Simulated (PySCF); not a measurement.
These are PBE-D3(BJ)/def2-TZVP (PySCF 2.14.0) values and carry that method's errors. All species are isolated molecules in the gas phase. One relaxed conformer stands for a flexible species; it need not be the lowest. Delta-SCF ions had no search for a lower state. 

Reference species (SMILES): `BrC(=C)C=C` (C–C–C–Br torsion 0°) (neutral, multiplicity 1).

```
Quantity                                  Result
--------------------------------------  --------
LUMO                                    -2.27 eV
vertical ionisation energy (Delta-SCF)   8.81 eV
HOMO–LUMO gap                            3.75 eV
```

After one change: the LUMO rises by 0.39 eV; the vertical ionisation energy (Delta-SCF) goes up by 0.05 eV; the HOMO–LUMO gap rises by 0.18 eV.

**Question.** What was changed between the two runs? The new species is one of these.
A) `C=CC=C` (C–C–C–C torsion 180°)
B) `C=CC(=C)Cl` (C–C–C–Cl torsion 0°)
C) `C=CC(=C)[SiH3]` (C–C–C–Si torsion 0°)
D) `C=CC(=C)[SeH]` (C–C–C–Se torsion -4°, C–C–Se–H torsion 140°)

**Answer.** A, `C=CC=C` (C–C–C–C torsion 180°)
